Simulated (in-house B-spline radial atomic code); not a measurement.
**How G0W0 and RPA depend on the start: Ne**

Configuration [He] 2s2 2p6. Computed with an all-electron radial atomic-structure program (B-spline basis): all electrons, non-relativistic, point nucleus, each spin shell either full or empty, empty states to l = 9 with an (l + 1/2)⁻⁴ tail; G0W0 by contour deformation at full frequency.

| start | mean-field 2p (eV) | G0W0 (eV) | QP weight | RPA correlation (Eh) |
| --- | --- | --- | --- | --- |
| Hartree-Fock | -23.141 | -21.948 | 0.942 | -0.51824 |
| LDA VWN5 | -13.552 | ? | ? | ? |
| PBE | -13.347 | -20.583 | 0.810 | -0.6072 |
| PBE0 | -15.996 | -21.197 | 0.878 | -0.58051 |
| r2SCAN | -13.982 | -20.731 | 0.850 | -0.58999 |
| HSE06 | -15.577 | -21.086 | 0.870 | -0.58385 |
| B3LYP (VWN-RPA) | -15.649 | -21.099 | 0.868 | -0.58721 |
| SCAN | -13.992 | -20.673 | 0.850 | -0.58897 |
| TPSS | -13.504 | -20.571 | 0.821 | -0.6002 |
| BHandHLYP | -18.704 | -21.535 | 0.910 | -0.55858 |
| CAM-B3LYP | -17.671 | -21.596 | 0.898 | -0.57319 |
| LC-wPBE | -18.783 | -21.886 | 0.912 | -0.56682 |
| wB97X | -18.505 | -21.743 | 0.914 | -0.56435 |
| PBEsol | -13.284 | -20.677 | 0.810 | -0.60714 |
| BLYP | -13.370 | -20.537 | 0.806 | -0.60909 |
| r2SCAN0 | -16.470 | ? | ? | ? |
| LDA exchange-only | -12.056 | -20.660 | 0.760 | -0.61034 |

(1) What G0W0 level, weight and RPA correlation energy follow from the r2SCAN0 start?

(2) What G0W0 level, weight and RPA correlation energy follow from the LDA VWN5 start?

(3) How much of the dependence on the start does G0W0 remove?

## Answers

(1) G0W0 level -21.205 eV, weight 0.893, RPA correlation -0.57019 hartree.

(2) G0W0 level -20.800 eV, weight 0.817, RPA correlation -0.60878 hartree.

(3) The mean-field levels span 11.1 eV and the G0W0 levels 1.41 eV. Against 21.565 eV (NIST, measured) the G0W0 removal energies are off by -1.03 to +0.38 eV.
